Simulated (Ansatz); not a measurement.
A made-up structure of CH3BS, closed shell:

| atom | x (Å) | y (Å) | z (Å) |
| --- | --- | --- | --- |
| C1 | 0.5186 | -0.6704 | 0.4110 |
| B2 | -0.3205 | 0.4147 | -0.2541 |
| S3 | 1.5090 | -1.9521 | 1.1962 |
| H4 | -1.0925 | 0.8422 | 0.4833 |
| H5 | 0.3449 | 1.2793 | -0.6175 |
| H6 | -0.8871 | -0.0073 | -1.1615 |

It is relaxed with PBE-D4/def2-SVP and then PBE0-D4/def2-TZVP (Ansatz 0.2.0). Atoms count as bonded within 1.22 times the sum of their covalent radii (H–H: 0.88 Å). The end point is not checked to be a true minimum.

(1) Does its bonding change? (A judgement: the text doesn't fix the answer.)

Answers

(1) The calculation gives: No: no bond forms or breaks.

Where it ends: The first stage lowers the energy by 1.48 eV in 5 steps. It ends as CH₃BS ([BH3][C][S]):
```tsv
atom	x (Å)	y (Å)	z (Å)
C1	0.5125	-0.6629	0.4063
B2	-0.3060	0.3958	-0.2426
S3	1.3490	-1.7448	1.0693
H4	-1.0887	0.7886	0.6013
H5	0.4713	1.2628	-0.5932
H6	-0.8658	-0.1332	-1.1837
```

Labels in which every atom is bracketed show which atoms are joined, not bond orders.

For scale, one of the runs: PBE0-D4/def2-TZVP relaxation, 117 basis functions, launched by `ansatz run in.yaml --threads 2 --pin off --events-out ev --progress --plain --max-ram 4352MiB`. The run took about 2.9 s on 2 CPU threads of an AMD EPYC 9B45 (shared host).
